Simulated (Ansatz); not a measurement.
# Scan of H₃S⁺, triplet

Starting geometry (PBE0/def2-TZVP stationary point for this spin, not checked as a minimum):

```xyz
4

S     0.0000   -0.0391    0.0000
H     0.0000    1.3184    0.0000
H     0.0000   -0.0372    1.5201
H     0.0000   -0.0372   -1.5201
```

From there H3 moves along the line of the two atoms named below, all else staying in place; atoms are numbered as listed. Energies are in kcal/mol, counted from the starting geometry at the same level. Kohn–Sham curves are unrestricted where that lies lower.

Basis cc-pVDZ; Ansatz 0.2.0. Only valence electrons are correlated (noble-gas cores frozen). Prefix R: restricted or restricted open-shell reference; prefix U: unrestricted.

In so small a basis the reference is far from its limit while semilocal and hybrid functionals are nearer theirs (RPA and double hybrids share much of the reference's basis error), so the functionals' errors here hold much of the reference's basis and frozen-core error, which can add to them or hide them.

Full CI isn't at hand for all of this; UCCSDT(Q) serves as the reference, and is uncertain by about the last step of the cluster series.

```tsv
distance S1-H3 (Å)	UCCSDT(Q)	PBE	r2SCAN	PBE0	B3LYP	r2SCAN0	wB97X-V	wB97M-V	B2PLYP	RPA-PBE
1.228	17.6	20.3	18.7	18.2	19.1	17.4	17.3	17.5	17.8	18.6
1.360	4.3	5.6	4.9	4.6	5.1	4.2	4.1	4.3	4.4	4.7
1.520	0.0	0.0	0.0	0.0	0.0	0.0	0.0	0.0	0.0	0.0
1.694	-0.3	-0.8	-0.5	-0.1	-0.6	-0.1	0.0	-0.1	-0.3	-0.4
1.860	-0.9	-0.7	-0.3	0.1	-0.7	0.1	-0.2	-0.2	-0.5	-0.7
2.113	-3.3	-1.1	-0.2	-0.6	-1.4	0.0	-2.0	-1.8	-2.0	-2.7
2.478	-6.5	-1.8	-0.2	-1.9	-2.4	-0.4	-4.5	-3.9	-4.1	-5.8
2.785	-7.8	-1.8	0.1	-2.1	-2.5	-0.3	-5.5	-4.7	-4.7	-7.1
3.289	-8.3	-1.1	1.0	-1.8	-2.0	0.4	-5.8	-5.0	-4.7	-7.8
4.029	-8.3	-0.3	1.7	-1.3	-1.5	1.0	-5.5	-4.9	-4.4	-8.4
5.128	-8.2	0.0	2.0	-1.1	-1.3	1.2	-5.4	-4.7	-4.3	-8.9
```
